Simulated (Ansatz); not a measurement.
## [H···H···GeH$_{3}$], doublet in cc-pVDZ: errors against RCCSDTQ

Geometry: a point of a hydrogen-transfer path between rigid fragments, not a stationary point.

```yaml
atoms:
  - { symbol: H, position_ang: [-2.8302, 0.0000, 0.0000] }
  - { symbol: H, position_ang: [-1.4912, 0.0000, 0.0000] }
  - { symbol: Ge, position_ang: [0.0388, 0.0000, 0.0000] }
  - { symbol: H, position_ang: [0.5075, -1.4659, 0.0000] }
  - { symbol: H, position_ang: [0.5075, 0.7330, -1.2695] }
  - { symbol: H, position_ang: [0.5075, 0.7330, 1.2695] }
```

Basis cc-pVDZ; Ansatz 0.2.0. Only valence electrons are correlated (noble-gas cores and the filled d shells of p-block atoms frozen), which leaves 9 electrons in 38 orbitals. R marks a restricted (for open shells ROHF) determinant, U an unrestricted one. Active spaces: pair = (3e, 3o) about the gap; valence = (9e, 9o) chosen from the atoms' valence shells. No spin–orbit coupling is included, and no scalar relativity.

Full CI isn't at hand for all of this; RCCSDTQ serves as the reference, and is uncertain by about the last step of the cluster series. The frozen core follows each run's orbitals, which can shift R against U totals by a few meV for light atoms and by up to 0.1 eV past Ca.

For open shells CISD is restricted-active-space CI with the open shells as a complete middle space.

```
UHF ⟨S²⟩                          : 0.759
T1 diagnostic (RCCSD)             : 0.0201
largest doubles amplitude (RCCSD) : 0.034
```

| level | E − E(RHF) (eV) |
| --- | --- |
| RMP2 | -3.2449 |
| RCCSD | -4.1154 |
| RCCSD(T) | -4.1887 |

**Question.** Estimate how far RCCSDTQ in cc-pVDZ lies from RCCSD(T). The table doesn't fix it; the size of (T) and the diagnostics are the guide.

**Answer.** RCCSDTQ in cc-pVDZ lies 0.73 mEh below RCCSD(T), which is 27 % of the (T) step (-2.69 mEh). The diagnostics give no warning, yet the rest is a sizeable part of (T).

The other levels:

```json
{"level": "CISD", "E − E(RCCSDTQ) (mEh)": "11.31", "share of correlation (%)": "92.69", "wall time": "1.1 s"}
{"level": "BCCD(T)", "E − E(RCCSDTQ) (mEh)": "0.72", "share of correlation (%)": "99.54", "wall time": "1.5 s"}
{"level": "RCCSDT", "E − E(RCCSDTQ) (mEh)": "0.09", "share of correlation (%)": "99.94", "wall time": "–"}
{"level": "RCCSDT(Q)", "E − E(RCCSDTQ) (mEh)": "0.02", "share of correlation (%)": "99.99", "wall time": "14 s"}
{"level": "CASSCF (pair space)", "E − E(RCCSDTQ) (mEh)": "139.90", "share of correlation (%)": "9.55", "wall time": "–"}
{"level": "NEVPT2 (pair space)", "E − E(RCCSDTQ) (mEh)": "34.36", "share of correlation (%)": "77.78", "wall time": "1.5 s"}
{"level": "CASSCF (valence space)", "E − E(RCCSDTQ) (mEh)": "94.52", "share of correlation (%)": "38.88", "wall time": "–"}
{"level": "NEVPT2 (valence space)", "E − E(RCCSDTQ) (mEh)": "28.26", "share of correlation (%)": "81.73", "wall time": "3.3 s"}
{"level": "MRCISD (valence space)", "E − E(RCCSDTQ) (mEh)": "4.68", "share of correlation (%)": "96.97", "wall time": "–"}
{"level": "MRCISD+Q (valence space)", "E − E(RCCSDTQ) (mEh)": "0.57", "share of correlation (%)": "99.63", "wall time": "4.6 s"}
```

The correlation energy at RCCSDTQ, counted from RHF, is -4.209 eV. That run took 60 s on 2 threads of AMD EPYC 7R13 with a shared H100 80 GB, shared host.

Run but not shown, since their state or frozen core can't be matched to the reference's or they repeat it: UHF, UMP2, UCCSD, UCCSD(T), UCCSDT, UCCSDT(Q).

Times hold each run's SCF and search for its determinant on a shared host, so for small cases they say little of a method's own cost; they ran on 1 thread of AMD EPYC 7R13.

Natural occupations of CASSCF (valence space) about the gap: 1.986 1.973 1.973 1.973 1.000 0.033 0.022 0.020 0.020; effectively unpaired electrons, Σ n²(2−n)², 1.02.
